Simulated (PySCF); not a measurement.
Compound: MgMeCl, CH3ClMg.
Geometry (PBE0-D3(BJ)/def2-SVP, Å), atoms numbered from 1 in this order:
```xyz
6
CH3ClMg angstrom
Mg    -0.0101    0.0164   -1.2194
C      0.0020    0.0049    0.8600
H     -0.4446    0.9229    1.2774
H      1.0285   -0.0711    1.2563
H     -0.5690   -0.8499    1.2598
Cl    -0.0067   -0.0231   -3.4341
```

Computed at PBE0/pcSseg-1 (PySCF, non-relativistic), with Q(35Cl) = −0.0817 b: Cl6, 35Cl (I = 3/2): χzz = -19.57 MHz, η = 0.000.

Problem. Find the zero-field quadrupole resonance frequencies of 35Cl at Cl6.

Solution. From ν = (|χ|/2)√(1 + η²/3): ν = 9.784 MHz (chlorine bonded to Mg). For 37Cl the ratio of quadrupole moments, 0.7881, gives 7.711 MHz.

Problem. Apply the simplest Townes–Dailey estimate (no s hybridisation, no π bonding), ionic character = 1 − χzz/χ0, where χ0 is the coupling for one missing p electron along the bond: −109.74 MHz for 35Cl.

Solution. Cl6 on Mg1: 1 − (-19.57)/(-109.74) = 0.82. In this model a purely covalent bond gives χ0 and a free halide ion gives zero; s hybridisation or π bonding, where present, is counted here as ionic character.

In a crystal, neighbours and librations shift these lines. Geometry: PBE0-D3(BJ)/def2-SVP; no solvent, vibrations or thermal averaging. These gradients aren't converged with respect to the basis.
